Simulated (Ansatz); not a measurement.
System: water, H2O, net charge 0, singlet state. SMILES: O
Coordinates optimised at B3LYP-D3(BJ)/def2-TZVP (Ansatz, a program for electronic structure):
```xyz
3

O      0.0070     0.0013     0.1167
H     -0.0500     0.7593    -0.4742
H     -0.0062    -0.7700    -0.4592
```

Property: atomisation energy (electronic, to ground-state atoms), in eV. Valence correlation only, unless marked. UHF or UKS for open shells. No spin-orbit coupling. No relativistic terms. The coupled-cluster limit lacks core correlation, which all-electron functionals hold. Basis-set limits of correlation are two-point, X^-3; Hartree-Fock from the larger set (for Q and 5 zeta extrapolated as (X+1)exp(-9√X)).

```csv
level,program,atomisation energy (eV)
B3LYP-D4/def2-TZVPD,Ansatz + dftd4,9.95
```

Question: Estimate the value at CCSD(T)/CBS(cc-pVQZ,cc-pV5Z) as computed with Ansatz.

Answer: 10.10 eV, so B3LYP-D4/def2-TZVPD differs from it by -0.15 eV.
